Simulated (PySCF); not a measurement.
Molecule: `P`, H$_{3}$P.

Atom-mapped SMILES (the numbers label the heavy atoms): `[PH3:1]`. Each H is labelled by its parent atom.

Geometry PBE0-D3(BJ)/def2-SVP throughout; GIAO in PySCF 2.14.0 with density-fitted response routines, gas phase, one conformer, non-relativistic; equivalent atoms averaged; functional PBE0.

Task: How do the shifts δ (against H3PO4, TMS at the same level) depend on the basis set? (ppm; last column core-seconds on 1 thread of an AMD EPYC 7R13, shared host)

Result: 
| basis set | functions | P1 | H(P1) | core-s |
| --- | --- | --- | --- | --- |
| pcSseg-0 | 19 | -344.7 | 2.12 | 0.64 |
| cc-pVDZ | 33 | -238.8 | 1.83 | 0.85 |
| aug-cc-pVDZ | 54 | -264.3 | 1.89 | 1.3 |
| IGLO-III | 74 | -281.0 | 1.95 | 1.4 |
| cc-pVTZ | 76 | -274.2 | 1.91 | 1.7 |
| pcSseg-3 | 175 | -284.2 | 1.98 | 4.5 |

Task: Which nucleus moves most, in ppm?

Result: P1 (phosphorus bonded to 3 H): from -344.7 ppm with pcSseg-0 to -238.8 ppm with cc-pVDZ. The smallest spread is 0.30 ppm, at H(P1).

Task: Taking the largest basis, pcSseg-3 (175 functions), as the yardstick, rank the others by their worst heavy-atom deviation.

Result: IGLO-III 3.3 ppm (74 functions), cc-pVTZ 10.0 ppm (76 functions), aug-cc-pVDZ 19.9 ppm (54 functions), cc-pVDZ 45.4 ppm (33 functions), pcSseg-0 60.5 ppm (19 functions).

A small basis that lands close on one nucleus may do so by chance; judge by the trend and by all nuclei.
